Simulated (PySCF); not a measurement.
## Electric field gradients and quadrupole coupling constants

Species: [S4]2- (charge -2).
Z-matrix (Å and degrees, PBE0-D3(BJ)/def2-SVP geometry), rows numbered from 1:
```
S 
S   1  2.0905
S   2  2.1531  1  116.99
S   3  2.0900  2  117.01  1   -96.59
```

Field gradients from the PBE0/pcSseg-1 density (PySCF, non-relativistic), principal values in atomic units, ordered |Vxx| ≤ |Vyy| ≤ |Vzz|:

```
atom      Vxx      Vyy      Vzz
  S1  -1.1996  -2.1259   3.3255
  S2   0.6137   2.4369  -3.0507
  S3   0.6133   2.4370  -3.0504
  S4  -1.1986  -2.1255   3.3241
```

Task: Find the asymmetry η = (Vxx − Vyy)/Vzz and the couplings χ = eQV/h (234.96 MHz × Q in barn × V in au), with Q(33S) = −0.0678 b.

Result: 
```json
{"atom": "S1", "environment": "sulfur bonded to S", "nucleus": "33S", "η": "0.28", "χzz (MHz)": "-52.98", "χxx (MHz)": "19.11", "χyy (MHz)": "33.87"}
{"atom": "S2", "environment": "sulfur bonded to 2 S", "nucleus": "33S", "η": "0.60", "χzz (MHz)": "48.60", "χxx (MHz)": "-9.78", "χyy (MHz)": "-38.82"}
{"atom": "S3", "environment": "sulfur bonded to 2 S", "nucleus": "33S", "η": "0.60", "χzz (MHz)": "48.59", "χxx (MHz)": "-9.77", "χyy (MHz)": "-38.82"}
{"atom": "S4", "environment": "sulfur bonded to S", "nucleus": "33S", "η": "0.28", "χzz (MHz)": "-52.95", "χxx (MHz)": "19.09", "χyy (MHz)": "33.86"}
```

Task: What is Vzz at S4 in SI units (1 au = 9.71736 × 10²¹ V/m²)?

Result: 3.3241 au = 32.301 × 10²¹ V/m².

Whether so highly charged an anion holds all its electrons in the gas phase wasn't checked; a finite basis holds them in any case. No counter-ion or solvent screens the charge of this multiply charged ion. The pcSseg-1 basis has no diffuse functions, a weakness for an anion. The HOMO energy is positive at this level (+3.92 eV), so the outermost electrons may be held by the finite basis alone. These gradients aren't converged with respect to the basis.
